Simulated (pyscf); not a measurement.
Optimised with ωB97X-D3(BJ)/def2-SVP in PySCF.

For the elementary gas-phase step O=Ru(=O)=O [singlet] + HF → O=RuH(=O)(=O)–F (singlet surface; F–H broken, F–Ru, H–Ru formed), what barrier and reaction energy does ωB97M-D3(BJ)/def2-TZVP give, measured from the separated reactants?

ΔE‡ = 56.9 kcal/mol, ΔE = +51.6 kcal/mol. Zero-point energy shifts the barrier by 0.0 kcal/mol. It is an insertion, with an imaginary mode of 1015i cm⁻¹. O=RuH(=O)(=O)–F lies 79.8 kcal/mol over its isomer O=Ru(=O)(OH)–F [singlet] (electronic energy, ωB97M-D3(BJ)/def2-TZVP). One saddle was located; it need not be the lowest between these sides. Elements past Kr carry the def2 core potentials, without spin-orbit coupling.
